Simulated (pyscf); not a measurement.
Single points on ωB97X-D3(BJ)/def2-SVP structures (PySCF, gas phase).

Task: Estimate the classical barrier height and the reaction energy of `[OH][AlH]` [doublet] + `[CH4]` → `[OH][AlH2]` + `[CH3]` [doublet] at ωB97M-D3(BJ)/def2-TZVP. The step runs on the doublet surface, breaks C–H and forms Al–H; take the separated reactants as zero.

Result: ΔE‡ = 1.31 eV, ΔE = +1.00 eV. CCSD(T)/def2-TZVPP + ΔMP2(QZVPP) gives 1.37 eV and +1.02 eV. Zero-point energy shifts the barrier by -0.17 eV. It is a hydrogen abstraction, with an imaginary mode of 805i cm⁻¹. One saddle was located; it need not be the lowest between these sides. The angle at the transferred H is 179°. The CCSD(T) − MP2 part came from Ansatz, without density fitting, on the same reference.
